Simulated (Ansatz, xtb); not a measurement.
## Two isomers of C3H2−

Structure I: the doublet with the links of `[C]#C[CH2-]`. Structure II: the doublet with the links of `[CH]=C=[CH-]`. Both are isolated ions in the gas phase, relaxed with PBE0-D3(BJ)/def2-SVPD.

I (Å):

```xyz
5

C     0.0729    0.1688   -0.0031
C    -0.3642    1.2910    0.4121
C     0.5440   -1.0405   -0.4506
H    -0.0416   -1.6824   -1.1213
H     1.5298   -1.4262   -0.1601
```

II (Å):

```xyz
5

C    -2.6916   -2.3781   -0.8372
C    -2.1220   -1.3367   -0.2856
C    -1.5711   -0.2881    0.2716
H    -2.8266   -3.3582   -0.3725
H    -1.2742    0.6300   -0.2421
```

Problem. Estimate which is lower in electronic energy at CCSD(T)/def2-SVPD, and by roughly how much.

Solution. The CCSD(T)/def2-SVPD calculation puts structure I lower, by 16.3 kcal/mol.

The same difference at several levels:

```csv
level,geometry,E(II) − E(I) (kcal/mol),departure from the last row (kcal/mol),"job, with rough time for the two"
GFN2-xTB,GFN2-xTB,+10.0,−6.2,"optimisation, 0.25 s"
HF/STO-3G,GFN2-xTB,+36.0,+19.7,"single point, 0.57 s"
r2SCAN-D4/def2-SVPD,GFN2-xTB,+12.3,−4.0,"single point, 6.4 s"
PBE0-D3(BJ)/def2-SVPD,PBE0-D3(BJ)/def2-SVPD,+13.5,−2.7,"optimisation, 69 s"
HF/def2-SVPD,PBE0-D3(BJ)/def2-SVPD,+20.6,+4.4,part of the CCSD(T) run
MP2/def2-SVPD,PBE0-D3(BJ)/def2-SVPD,+15.6,−0.6,part of the CCSD(T) run
CCSD(T)/def2-SVPD,PBE0-D3(BJ)/def2-SVPD,+16.3,,"single point, 30 s"
```

As drawn, II has 2 C=C in place of 1 C≡C, 1 C–C.

None of the levels shown reverses the order. The largest departure from CCSD(T)/def2-SVPD is that of HF/STO-3G, 19.7 kcal/mol. MP2 in a larger basis moves the difference by −0.7 kcal/mol, a step that isn't added because spin contamination makes open-shell MP2 unreliable in this search.

With harmonic frequencies from PBE0-D3(BJ)/def2-SVPD (ideal gas, rigid rotor, one conformer each, 600 K, 1 atm): the zero-point term adds −2.0 kcal/mol; ΔH is +15.2 and ΔG +13.2 kcal/mol.

Open shells are spin-unrestricted, with notable spin contamination under HF/STO-3G, HF/def2-SVPD, MP2/def2-SVPD, CCSD(T)/def2-SVPD. The correlated steps freeze 3 core orbitals. Mirror images aren't counted in ΔG. Run with Ansatz 0.2.0, xtb 6.7.1; the last row on 1 thread of Intel(R) Xeon(R) Processor @ 2.50GHz (Skylake/Cascade Lake) on a shared host.
